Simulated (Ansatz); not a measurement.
Results of PBE0 (Ansatz, an electronic-structure program, PAW) for rock-salt BaS.

Input:

Ansatz 0.2 input:
```yaml
crystal:
  lattice:
    - [0.0, 3.2034408813, 3.2034408813]
    - [3.2034408813, 0.0, 3.2034408813]
    - [3.2034408813, 3.2034408813, 0.0]
  atoms:
    - { symbol: Ba, position: [0.0, 0.0, 0.0] }
    - { symbol: S, position: [0.5, 0.5, 0.5] }
basis:
  ecutwfc: 460
  ecutrho_ratio: 4
  xc_grid: 2
kpoints:
  mp_grid: { grid: [8, 8, 8] }
hamiltonian:
  xc: pbe0
  dispersion: none
  pseudopotentials: { kind: paw }
scf:
  occupations: { method: fermi_dirac, width: 0.01 }
  convergence: { dr2_threshold: 0.0000000002 }
output:
  forces: true
  stress: true
  eigenvalues: true
```

From the output:

```
WARN output.stress: scf.exx.energy_threshold = 1e-6 eV is looser than the 2e-8 eV advised for a stress under a hybrid functional (1e-8 eV for each atom of the …
Crystal: 2 atoms, lattice volume = 65.748 Å³
Basis set: ecut = 460 eV, 1459 PW (Γ), exchange–correlation on 64×64×64 points (8 copies of the dense FFT grid, shifted against one another)
Bands: 12, of which v1, the nominal top of the filled ones, is band 8 counted from 1 (7 counted from 0)
Symmetry: 48 space group operations
Space group: Fm-3m (ITA 225), of the structure as read, at distance tolerance 4.0e-5 Å
k-points: 29 of 512
Functional: x = pbe(κ = 0.804, μ = 0.2195149727645171), c = pbe(β = 0.06672455060314922), warm-up for x = 0.75 pbe(κ = 0.804, μ = 0.2195149727645171) + 0.25 exact, c = pbe(β = 0.06672455060314922)
SCF iter   1: F=—  HF=-6855.861580 eV  |F-HF|=—  |Δ(HF+E_count)|=         —  Δρ=1.26e-3  dr2=2.14e-3
SCF iter   2: F=-6855.861870 eV  HF=-6855.862046 eV  |F-HF|=1.75e-4  |Δ(HF+E_count)|=   4.65e-4  Δρ=5.14e-4  dr2=2.44e-4
Crystal: 2 atoms, lattice volume = 65.748 Å³
Initial density: handed on by an earlier stage of this run
Functional: x = 0.75 pbe(κ = 0.804, μ = 0.2195149727645171) + 0.25 exact, c = pbe(β = 0.06672455060314922)
  ...
Crystal: 2 atoms, lattice volume = 65.748 Å³
SCF iter   4: F=—  HF=-6860.631279 eV  |F-HF|=—  |Δ(HF+E_count)|=   9.63e-9  Δρ=4.70e-7  dr2=2.24e-10
SCF iter   5: F=-6860.631279 eV  HF=-6860.631279 eV  |F-HF|=1.82e-12  |Δ(HF+E_count)|=  4.37e-11  Δρ=5.27e-8  dr2=1.54e-11
SCF 3 converged in 5 iterations: F = -6860.631279 eV  dr2 = 1.54e-11
Free energy (F): -6860.631279 eV
Internal energy: -6860.631279 eV  (E = F + TS)
E sigma→0 (E₀):  -6860.631279 eV
Fermi energy:    6.601499 eV
--- Stress (GPa, compression-positive) ---
        0.000241       0.000000       0.000000
        0.000000       0.000241       0.000000
        0.000000      -0.000000       0.000241
  P = ⅓ Tr σ = 0.0002 GPa (0.002 kbar)
```

The PAW data were made under PBE.
